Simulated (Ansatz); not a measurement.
Input file:

```yaml
crystal:
  periodic: [false, false, false]
  atoms:
    - {symbol: Sn, position_ang: [0.000000, -0.014362, 0.000000]}
    - {symbol: H, position_ang: [0.000000, 0.845744, -1.483762]}
    - {symbol: H, position_ang: [0.000000, 0.845744, 1.483762]}
basis:
  gaussian: {orbitals: def2-SVPD}
magnetization: {spin_polarized: false, initial_magnetization: 2}
hamiltonian: {xc: hf}
output: {forces: true, orbitals: {seedname: orbitals}}
```

```sh
$ ansatz run in.yaml --threads 1 --pin off --events-out ev --progress --plain --max-ram 2393MiB
```

Roughly how long does this take on 1 thread of Arm Neoverse V2, shared host, and how much host memory?

0.54 s wall and 0.08 GiB.

```
584 factors; integrals over basis functions are off by at most 2.8e-4 eV
mean field evaluation 1: about -5834.7650 eV, gradient 6.7e0 eV
mean field evaluation 2: about -5834.7720 eV, gradient 6.7e0 eV
mean field evaluation 4: about -5835.3270 eV, gradient 9.6e-1 eV
mean field evaluation 8: about -5835.3372 eV, gradient 2.1e-1 eV
mean field -5835.33800061 eV, -214.4447161881 hartree, gradient 2.6e-5 eV, S^2 2.000000; 0 other end points of the search recorded, 0 dependent functions left out
the calculation of the forces begins
reference -5835.33800061 eV, -214.4447161881 hartree; 13, 11 occupied and 35, 37 virtual orbitals, 584 factors
Total energy: -5835.33800061 eV, -214.4447161881 hartree
Atom 0 at     0.000000    -0.014362     0.000000 Å, force    -0.000000     0.042918     0.000000 eV/Å
Atom 1 at     0.000000     0.845744    -1.483762 Å, force    -0.000000    -0.021459     0.142611 eV/Å
Atom 2 at     0.000000     0.845744     1.483762 Å, force     0.000000    -0.021459    -0.142611 eV/Å
Dipole moment:     0.000000    -0.059773     0.000000 e Å
```

Forces (eV/Å):
```
Sn   0.000  0.043  0.000
H    0.000 -0.021  0.143
H    0.000 -0.021 -0.143
```
